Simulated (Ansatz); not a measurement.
# Bismuth, A7 rhombohedral under PBEsol: structure, energy and stiffness

Aim: take bismuth in the A7 rhombohedral structure, relax it, solve it on a dense k-mesh, switch on spin-orbit coupling, then scale the cell to 7 volumes from 88 to 112 % of the relaxed one and try a fit of the equation of state. The k-meshes are 9×9×9 for the relaxation; 14×14×14 for the dense run; 9×9×9 for spin-orbit coupling; 14×14×14 for the volumes. It starts from a deposited cell (COD).

Computed with Ansatz 0.2.0 (DFT PBEsol, plane waves (420 eV) with PAW, scalar-relativistic; the PAW data stem from PBE, with regenerated cores, unless a step says otherwise).

### Step 1. The starting structure

It takes space group R-3m (No. 166, trigonal). The conventional cell has a = 4.546 Å, b = 4.546 Å, c = 11.862 Å, α = 90.00°, β = 90.00°, γ = 120.00°. Bi (site symmetry 3m) is surrounded by 6 Bi at 3.11 to 3.48 Å.

Structure file:

```
Bi
1.0
     2.27317    1.31241    3.95397
    -2.27317    1.31241    3.95397
     0.00000   -2.62483    3.95397
Bi
2
Direct
  0.23700 0.23700 0.23700
  0.76300 0.76300 0.76300
```

### Step 2. Geometry optimisation

Contents of input.yaml:

```yaml
crystal:
  lattice:
    - [2.2731662949, 1.3124131722, 3.9539659786]
    - [-2.2731662949, 1.3124131722, 3.9539659786]
    - [0.0, -2.6248263445, 3.9539659786]
  atoms:
    - { symbol: Bi, position: [0.237, 0.237, 0.237] }
    - { symbol: Bi, position: [0.763, 0.763, 0.763] }
hamiltonian:
  xc: pbesol
  pseudopotentials:
    kind: paw
    azcp:
      Bi: "pseudopotentials/Bi.paw.azcp"
basis:
  ecutwfc: 420
  fft_grid_basis: typed
kpoints:
  mp_grid: { grid: [9, 9, 9], shift: [0, 0, 0] }
magnetization:
  spin_polarized: false
scf:
  occupations: { method: fermi_dirac, width: 0.1 }
relax:
  max_steps: 60
  f_tol: 0.01
  cell: {}
```

Further steps of the session: Dense single point; Spin-orbit coupling switched on; The cell scaled to 88 % of its volume; The cell scaled to 92 % of its volume; The cell scaled to 96 % of its volume; The cell scaled to 100 % of its volume; The cell scaled to 104 % of its volume; The cell scaled to 108 % of its volume; The cell scaled to 112 % of its volume.

**Question.** What will these runs give? Wanted: space group; conventional cell; volume; shortest distance; gap on the mesh; V₀, B₀, B₀′.

As calculated:

| quantity | value |
| --- | --- |
| space group (spins left aside) | R-3m (No. 166) |
| conventional cell | a = 4.525 Å, c = 11.651 Å (c/a = 2.575) |
| volume | 34.426 Å³/atom |
| shortest distance | 3.079 Å |
| against the deposited volume | -2.7 % (35.388 Å³/atom) |
| gap on the mesh | none (levels filled in part) |
| V₀, B₀, B₀′ | 34.439 Å³/atom, 51 GPa, 4.6 |

What this shows: The volume comes out 2.7 % smaller than measured. Part of the miss is zero-point motion and any thermal expansion in the deposited cell. Levels at the Fermi energy are filled in part, as in a metal. Totals with and without spin-orbit coupling (-40.9 eV/atom apart) can't be read as binding, since the two-component data shift the zero of energy. B₀ comes out at 51 GPa; even scaling stretches the bonds with the cell, so it lies well above the modulus that a cell free to change shape would show.
